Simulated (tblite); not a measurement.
Species: C3H2S.
Bonds: C1–C2 (triple), C2–C3, C3–S4 (double). Hydrogens: H5 on C1; H6 on C3.

Computed with GFN2-xTB (tblite), gas phase: Langevin dynamics at 300 K from the optimised GFN2-xTB geometry, time step 0.5 fs, friction 0.01 fs⁻¹, 2000 steps. Over the second half of the run the saved frames average 345 K.

The optimised geometry, where the run starts:
```
atom  x, y, z in Å
C1      1.542   -0.200   -0.060
C2      0.360    0.032   -0.006
C3     -1.016    0.241    0.049
S4     -2.111   -0.956   -0.088
H5      2.575   -0.382   -0.105
H6     -1.347    1.267    0.190
```

t = 25 fs, T = 128 K, E(pot) 0.100 eV above the start
```
atom  x, y, z in Å  |  force x, y, z in eV/Å
C1      1.523   -0.234   -0.052    1.522  -0.617  -0.273
C2      0.352   -0.007   -0.046   -1.573   0.073   0.267
C3     -1.028    0.225    0.012    0.876  -1.147  -0.430
S4     -2.145   -0.945   -0.106   -0.145  -0.238   0.131
H5      2.512   -0.572   -0.199   -0.061   0.263   0.161
H6     -1.301    1.226   -0.036   -0.618   1.667   0.145
```

t = 300 fs, T = 179 K, E(pot) 0.083 eV above the start
```
atom  x, y, z in Å  |  force x, y, z in eV/Å
C1      1.545   -0.814   -0.062   -0.834   0.376   0.200
C2      0.423   -0.532    0.321    0.436  -0.099  -0.328
C3     -0.929   -0.223    0.586    0.114   0.181  -0.463
S4     -2.169   -1.194    0.105    0.564   0.413   0.368
H5      2.528   -0.956   -0.443   -0.440  -0.046   0.305
H6     -1.138    0.803    0.966    0.160  -0.825  -0.082
```

t = 375 fs, T = 362 K, E(pot) 0.114 eV above the start
```
atom  x, y, z in Å  |  force x, y, z in eV/Å
C1      1.471   -0.597   -0.255   -1.239  -0.374   0.677
C2      0.377   -0.626    0.302    1.604  -0.398  -1.042
C3     -0.898   -0.803    0.879    1.045   0.757  -0.449
S4     -2.144   -1.450    0.069   -0.087  -0.075   0.181
H5      2.441   -0.692   -0.710   -0.814   0.316   0.389
H6     -0.934   -0.349    1.862   -0.510  -0.225   0.244
```

t = 625 fs, T = 410 K, E(pot) 0.227 eV above the start
```
atom  x, y, z in Å  |  force x, y, z in eV/Å
C1      0.913    0.018   -0.832   -0.333   0.553   0.139
C2      0.177   -0.607   -0.107    0.738   0.429   0.356
C3     -0.606   -1.328    0.750   -1.284  -1.738  -0.095
S4     -2.033   -1.935    0.169    0.090   0.265   0.163
H5      1.308    0.832   -1.358    0.355  -0.185  -0.357
H6     -0.343   -1.732    1.730    0.434   0.676  -0.205
```

t = 650 fs, T = 259 K, E(pot) 0.268 eV above the start
```
atom  x, y, z in Å  |  force x, y, z in eV/Å
C1      0.780    0.029   -0.993    0.214  -1.172  -0.010
C2      0.116   -0.546   -0.146    0.930   0.473  -0.639
C3     -0.646   -1.276    0.733   -1.863  -0.265  -1.012
S4     -2.018   -2.046    0.188    0.624   0.254   0.148
H5      1.493    0.067   -1.792   -0.555   0.619   0.506
H6     -0.477   -1.360    1.766    0.650   0.091   1.007
```

t = 775 fs, T = 395 K, E(pot) 0.291 eV above the start
```
atom  x, y, z in Å  |  force x, y, z in eV/Å
C1      1.067   -0.312   -1.272   -0.145   0.394  -0.499
C2      0.093   -0.688   -0.653    1.580   0.881  -0.466
C3     -0.898   -0.912    0.295    1.163   0.816  -1.310
S4     -1.612   -2.317    0.341   -1.406  -1.947   0.641
H5      1.781    0.127   -1.952   -0.505  -0.685   0.590
H6     -1.106    0.002    0.785   -0.688   0.541   1.044
```

t = 825 fs, T = 232 K, E(pot) 0.276 eV above the start
```
atom  x, y, z in Å  |  force x, y, z in eV/Å
C1      1.011   -0.408   -1.287    2.098   1.089  -1.260
C2      0.103   -0.596   -0.542   -2.204  -1.713   1.510
C3     -0.932   -1.143    0.278    0.889   3.874   0.597
S4     -1.621   -2.556    0.364   -0.525  -1.641  -0.170
H5      1.842    0.065   -1.767   -0.512  -0.430   0.080
H6     -1.268   -0.293    0.994    0.254  -1.179  -0.757
```

t = 850 fs, T = 363 K, E(pot) 0.155 eV above the start
```
atom  x, y, z in Å  |  force x, y, z in eV/Å
C1      0.896   -0.362   -1.308   -2.574  -1.657   2.266
C2      0.072   -0.853   -0.522    1.364   1.712  -1.353
C3     -0.991   -1.140    0.366    0.763   0.250  -0.644
S4     -1.650   -2.622    0.344   -0.239  -0.167   0.215
H5      1.519   -0.184   -2.117    0.507   0.179  -0.321
H6     -1.380   -0.324    0.988    0.179  -0.317  -0.163
```

t = 925 fs
```
atom  x, y, z in Å
C1      0.894   -0.818   -1.468
C2      0.099   -0.971   -0.550
C3     -0.695   -1.325    0.497
S4     -1.700   -2.636    0.418
H5      1.647   -0.542   -2.157
H6     -0.554   -0.823    1.516
```

**Question.** Estimate the potential energy and the forces of this last frame.

**Answer.** 0.147 eV above the start.

```json
{"atom": "C1", "Fx (eV/Å)": "-0.736", "Fy (eV/Å)": "0.126", "Fz (eV/Å)": "1.091"}
{"atom": "C2", "Fx (eV/Å)": "1.811", "Fy (eV/Å)": "0.586", "Fz (eV/Å)": "-1.689"}
{"atom": "C3", "Fx (eV/Å)": "-0.845", "Fy (eV/Å)": "-0.743", "Fz (eV/Å)": "1.967"}
{"atom": "S4", "Fx (eV/Å)": "0.290", "Fy (eV/Å)": "0.636", "Fz (eV/Å)": "0.073"}
{"atom": "H5", "Fx (eV/Å)": "-0.321", "Fy (eV/Å)": "-0.183", "Fz (eV/Å)": "0.028"}
{"atom": "H6", "Fx (eV/Å)": "-0.198", "Fy (eV/Å)": "-0.422", "Fz (eV/Å)": "-1.470"}
```

The bond farthest from its length at the start is C3–H6 (1.145 against 1.087 Å), and half the difference of its two atoms' forces along it is -1.42 eV/Å (positive lengthens). The largest atomic force is 2.54 eV/Å.

What follows is the cost of the whole dynamics run. On an AMD EPYC 7R13 with one thread, no GPU, shared host with 128 logical CPUs at a one-minute load of 56, this took 5.0 s wall and 0.19 GiB of memory at its peak.
